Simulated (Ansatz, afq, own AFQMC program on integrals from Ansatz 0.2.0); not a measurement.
**AlSi⁺, triplet in 6-31G, levels against full CI**

```yaml
atoms:
  - { symbol: Si, position_ang: [0.0000, 0.0000, 0.0000] }
  - { symbol: Al, position_ang: [0.0000, 0.0000, 2.3977] }
```

Basis 6-31G. Only valence electrons are correlated. AFQMC by an in-house program on the Cholesky factors that Ansatz 0.2.0 writes for its CCSD(T) run. ph-AFQMC/CISD is guided by a CISD state made of CCSD amplitudes; releasing the constraint for a short imaginary time cuts its bias at the price of noise, slowly where states lie close. ± is one standard error of the sampling.

Determinant: UHF, the one that the program's search chose, which needn't be the lowest solution. The geometry is a PBE0/def2-TZVP stationary point of this or a neighbouring charge and spin state.

Full CI on the same integrals is exact in this basis and with this determinant's frozen core.

Cautions: strong correlation (T1 0.100, weight of the determinant 0.77, largest double 0.19); unrestricted determinant spin contaminated (⟨S²⟩ 2.51 against 2.00); the released energies have errors that jump between times, so the bars are unsure, so no released level is given (meV from the phaseless value at times in 1/Eh: 4 ± 7 at 0.24, -2.5 ± 2.1 at 0.51, -8.9 ± 2.0 at 0.99, -9.7 ± 1.7 at 1.62, -14.4 ± 1.8 at 2.40); the ph-AFQMC/CISD walk drifts between its halves (2.3 errors).

* T1 diagnostic: 0.1001
* weight of the determinant in the CISD state: 0.769
* ⟨S²⟩ of the determinant: 2.511
* size of the correlated space: 6 electrons in 16 orbitals

Reference: full CI, correlation energy -1.964 eV. The cautions show a poor starting determinant, so the rows tell how each method copes with it here, and full CI is the sure value.

| level | E − E(reference) (kcal/mol) | share of correlation (%) |
| --- | --- | --- |
| HF | 45.29 | 0.00 |
| MP2 | 22.15 | 51.10 |
| CCSD | 2.99 | 93.39 |
| CCSD(T) | 1.21 | 97.32 |
| CCSDT | 0.14 | 99.70 |
| CCSDT(Q) | -0.04 | 100.08 |
| CCSDTQ | 0.00 | 99.99 |
| ph-AFQMC/CISD | 0.51 ± 0.07 | 98.88 |

CCSDT and higher add their correlation energy to the determinant of the CCSD(T) run, since their own runs factorise the integrals more tightly (a shift of under 2 meV). A walk keeps the symmetry of its determinant, which the program's search chose and which needn't be the lowest solution, so a lower state of the same spin and another symmetry isn't excluded.
